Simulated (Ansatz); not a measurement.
Input file:

```yaml
crystal:
  periodic: [false, false, false]
  atoms:
    - {symbol: Al, position_ang: [0.090796, -0.742866, -0.005600]}
    - {symbol: Cl, position_ang: [-0.074078, 0.332806, -1.782552]}
    - {symbol: Cl, position_ang: [0.002542, 0.300382, 1.786358]}
    - {symbol: H, position_ang: [0.085651, -2.385784, 0.016027]}
basis:
  gaussian: {orbitals: cc-pVDZ}
magnetization: {spin_polarized: false}
correlation: {method: ccsd_t, electrons: valence}
accuracy: high
scf: {lower_state_search: light}
```

```sh
$ ansatz run in.yaml --threads 1 --pin off --events-out ev --progress --plain --max-ram 2393MiB
```

Task: Roughly how long does this take on 1 thread of AMD EPYC 7B13, shared host, and how much host memory?

Result: 2.7 s wall and 0.19 GiB.

```
1261 factors; integrals over basis functions are off by at most 3.7e-9 eV
mean field evaluation 1: about -31609.0477 eV, gradient 1.6e1 eV
mean field evaluation 2: about -31609.0544 eV, gradient 1.6e1 eV
mean field evaluation 4: about -31610.0024 eV, gradient 1.1e0 eV
mean field evaluation 8: about -31610.0104 eV, gradient 2.2e-4 eV
mean field evaluation 16: about -31610.0012 eV, gradient 1.4e-1 eV
mean field -31610.01044782 eV, -1161.6464579228 hartree, gradient 1.7e-8 eV, S^2 0.000000; 0 other end points of the search recorded, 0 dependent functions left out
15 core orbitals not correlated: weight in the atoms' cores, before any rotation towards them, 1.000 or more for the frozen orbitals, at most 0.000 for the correlated occupied ones
reference -31610.01044782 eV, -1161.6464579228 hartree; 9, 9 occupied and 35, 35 virtual orbitals, 1261 factors
second order -8.88739487 eV of doubles, -0.00000000 eV of singles
cycle   1  -9.54165282 eV  change   -6.5e-1 eV  update   6.1e-2
cycle   2  -9.73640259 eV  change   -1.9e-1 eV  update   1.9e-2
cycle   3  -9.76580339 eV  change   -2.9e-2 eV  update   8.0e-3
cycle   4  -9.76369405 eV  change    2.1e-3 eV  update   2.3e-3
cycle   5  -9.76276139 eV  change    9.3e-4 eV  update   6.3e-4
cycle   6  -9.76273133 eV  change    3.0e-5 eV  update   2.0e-4
cycle   7  -9.76276751 eV  change   -3.6e-5 eV  update   5.7e-5
cycle   8  -9.76277545 eV  change   -7.9e-6 eV  update   1.5e-5
cycle   9  -9.76277423 eV  change    1.2e-6 eV  update   5.4e-6
cycle  10  -9.76277413 eV  change    9.7e-8 eV  update   1.7e-6
cycle  11  -9.76277444 eV  change   -3.1e-7 eV  update   5.7e-7
cycle  12  -9.76277445 eV  change   -8.0e-9 eV  update   2.1e-7
cycle  13  -9.76277446 eV  change   -8.9e-9 eV  update   7.6e-8
cycle  14  -9.76277441 eV  change    4.4e-8 eV  update   3.3e-8
cycle  15  -9.76277440 eV  change    9.1e-9 eV  update   2.0e-8
cycle  16  -9.76277385 eV  change    5.5e-7 eV  update   9.6e-8
cycle  17  -9.76277382 eV  change    2.4e-8 eV  update   2.2e-8
cycle  18  -9.76277382 eV  change    3.8e-9 eV  update   5.7e-9
cycle  19  -9.76277382 eV  change   -1.8e-9 eV  update   1.8e-9
perturbative correction -0.19349548 eV, -0.0071108276 hartree
Total energy: -31619.96671712 eV, -1162.0123440710 hartree
```
